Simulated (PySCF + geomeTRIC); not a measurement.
Calculation: TPSS-D3(BJ)/def2-SVP (PySCF + geomeTRIC). fastk is a local helper that only speeds up exchange builds. No frequencies were computed at this level.

```python
import json, numpy as np
from pyscf import gto, dft
from fastk import lowrank_exchange
atoms = """
N      0.549102    -0.000003    -0.000002
N     -0.549102     0.000003     0.000002
"""
def scf(charge, spin, dm0=None):
    mol = gto.M(atom=atoms, basis='def2-svp', ecp={}, charge=charge, spin=spin, verbose=3, max_memory=15120)
    mf = dft.KS(mol, xc='tpss').density_fit(auxbasis="def2-universal-jkfit")
    mf.disp = 'd3bj'
    mf.grids.level = 3
    mf.conv_tol = 1e-8
    mf.max_cycle = 120
    mf.level_shift = 0.25
    mf.kernel(dm0)
    if not mf.converged:
        mf = mf.newton().run(mf.mo_coeff, mf.mo_occ).undo_soscf()
    return mf
mf = scf(0, 0)
from pyscf.geomopt.geometric_solver import kernel as optimize
path = []
done, mol = optimize(mf, maxsteps=120, assert_convergence=False, callback=lambda env: path.append((env["energy"], bool(env["g_scanner"].converged))))
res = dict(converged=bool(done and path[-1][1]), energy=path[-1][0], path=[e for e, c in path], xyz=mol.atom_coords(unit="Angstrom").tolist(), nao=mol.nao)
json.dump(res, open("result.json", "w"))
```

Output:

```
converged SCF energy = -109.458440326252
Geometry optimization cycle 1
converged SCF energy = -109.458440326305
cycle 1: E = -109.458440326  dE = -109.458  norm(grad) = 0.04571
Geometry optimization cycle 2
converged SCF energy = -109.458759335044
cycle 2: E = -109.458759335  dE = -0.000319009  norm(grad) = 0.00458124
Geometry optimization cycle 3
converged SCF energy = -109.458762730934
cycle 3: E = -109.458762731  dE = -3.39589e-06  norm(grad) = 0.000170801
Geometry optimization cycle 4
converged SCF energy = -109.458762736135
cycle 4: E = -109.458762736  dE = -5.20036e-09  norm(grad) = 2.62883e-06
<class 'geometric.internal.Distance'> : 1
<class 'geometric.internal.TranslationX'> : 1
<class 'geometric.internal.TranslationY'> : 1
<class 'geometric.internal.TranslationZ'> : 1
<class 'geometric.internal.RotationA'> : 1
<class 'geometric.internal.RotationB'> : 1
<class 'geometric.internal.RotationC'> : 1
Step    0 : Gradient = 3.232e-02/3.232e-02 (rms/max) Energy = -109.4584403263
Step    1 : Displace = 4.790e-03/4.790e-03 (rms/max) Trust = 1.000e-01 (=) Grad = 3.239e-03/3.239e-03 (rms/max) E (change) = -109.4587593350 (-3.190e-04) Quality = 1.090
Step    2 : Displace = 5.335e-04/5.335e-04 (rms/max) Trust = 1.414e-01 (+) Grad = 1.208e-04/1.208e-04 (rms/max) E (change) = -109.4587627309 (-3.396e-06) Quality = 1.040
Step    3 : Displace = 2.066e-05/2.066e-05 (rms/max) Trust = 2.000e-01 (+) Grad = 1.859e-06/1.859e-06 (rms/max) E (change) = -109.4587627361 (-5.200e-09) Quality = 1.103
Converged! =D
```

Cost: around 6 core-seconds (rough).
